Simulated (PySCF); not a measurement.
Bonds (- single, = double, # triple, : aromatic): C1=C2 1.337 Å, C2-C3 1.501 Å, C3-F4 1.363 Å, C2-O5 1.347 Å, O5-C6 1.401 Å. C1 carries H7, H8; C3 carries H9, H10; C6 carries H11, H12, H13. H7 is cis to C3; H8 is trans to C3.

Geometry: PBE0-D3(BJ)/def2-SVP; GIAO absolute shieldings from PySCF 2.14.0 with density-fitted response routines, gas phase, non-relativistic, averaged over equivalent atoms.

At LDA/pcSseg-1 (137 basis functions, 13 s wall time on 1 thread of an Arm Neoverse V1, shared host):
```
      atoms  σ (ppm)
         C2      8.8
         C3     92.9
         C1    100.4
         C6    124.6
         F4    430.2
         O5    215.3
     H9/H10    25.90
         H7    26.42
         H8    26.81
H11/H12/H13    27.13
```

Estimate the result of repeating the calculation with PBE0/pcSseg-1.

Results:


```tsv
atoms	σ at PBE0/pcSseg-1	change
C2	17.6	+8.8
C3	102.5	+9.6
C1	103.5	+3.1
C6	130.1	+5.5
F4	434.8	+4.6
O5	228.5	+13.2
H9/H10	26.59	+0.69
H7	26.78	+0.36
H8	27.18	+0.37
H11/H12/H13	27.71	+0.58
```

The largest change is at O5 (ether oxygen). Cost: 137 basis functions, 9.7 s wall time on 1 thread of an Arm Neoverse V1, shared host. The order of the carbon signals is the same at both levels.
